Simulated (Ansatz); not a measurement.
A geometry relaxed with B3LYP-D3(BJ)/def2-SVP in Ansatz (a quantum-chemistry and plane-wave program), charge 0, multiplicity 1:

```xyz
13

C     -0.8057     1.0621     0.3887
H     -1.8400     1.1015     0.0111
H     -0.3892     2.0810     0.3417
N     -0.0131     0.1608    -0.4188
C      1.3800     0.1521    -0.0292
H      1.7944     1.1718    -0.0757
H      1.5464    -0.2317     1.0059
H      0.0071    -1.8026    -1.1617
H     -0.8514     0.7668     1.4644
H     -1.6124    -1.1284    -0.8518
H     -0.6013    -1.6818     0.5166
H      1.9632    -0.4819    -0.7160
C     -0.5779    -1.1698    -0.4752
```

Problem. Write the SMILES of this molecule.

Solution. `CN(C)C`
